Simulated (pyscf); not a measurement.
PySCF, gas phase, ωB97X-D3(BJ)/def2-SVP geometries. MP2 and CC: frozen core, UHF for open shells. ΔMP2 is the change of the MP2 total energy from the triple- to the quadruple-zeta basis.

**Question.** Estimate by transition-state theory (the high-pressure limit) the rate constant of SiH₃• + HC≡CH → •HC=CH–SiH₃ (doublet surface; none broken, C–Si formed) at 1200 K, with CCSD(T)/def2-TZVPP + ΔMP2(QZVPP) energies (ideal gas, 1 atm, RRHO with modes under 100 cm⁻¹ raised to 100, one conformer, R ln 2 for chiral ones without a mode under 150 cm⁻¹; no tunnelling).

**Answer.** The electronic barrier is 4.9 kcal/mol and the thermal terms add +30.3, so ΔG‡ = 35.2 kcal/mol. With k_BT/h = 2.50e+13 s⁻¹ and RT = 2.385 kcal/mol, and a volume of 1.64e-19 cm³ per molecule at 1 atm, k = 1.6e-12 cm³ molecule⁻¹ s⁻¹. The product is born with the 30 kcal/mol of the reverse barrier and needs collisions to keep. Wigner's tunnelling factor for 362i cm⁻¹ would be 1.01. A shift of 1 kcal/mol in the barrier changes k by a factor 1.5. On the product side the descent ends in a point that may be a rotor saddle (no frequency run), 1.3 kcal/mol over the lowest minimum found and 31.6 kcal/mol under the saddle at ωB97X-D3(BJ)/def2-TZVP. At ωB97X-D3(BJ)/def2-TZVP the barrier from the zero used here is 1.1 kcal/mol. •HC=CH–SiH₃ lies 19.5 kcal/mol over its isomer H₂C=CH–SiH₂• (electronic energy, ωB97M-D3(BJ)/def2-TZVP). One saddle was located; it need not be the lowest between these sides. The CCSD(T) − MP2 part came from Ansatz, without density fitting, on the same reference. A UHF reference is spin-contaminated (<S²> up to 0.95), which harms MP2 most.
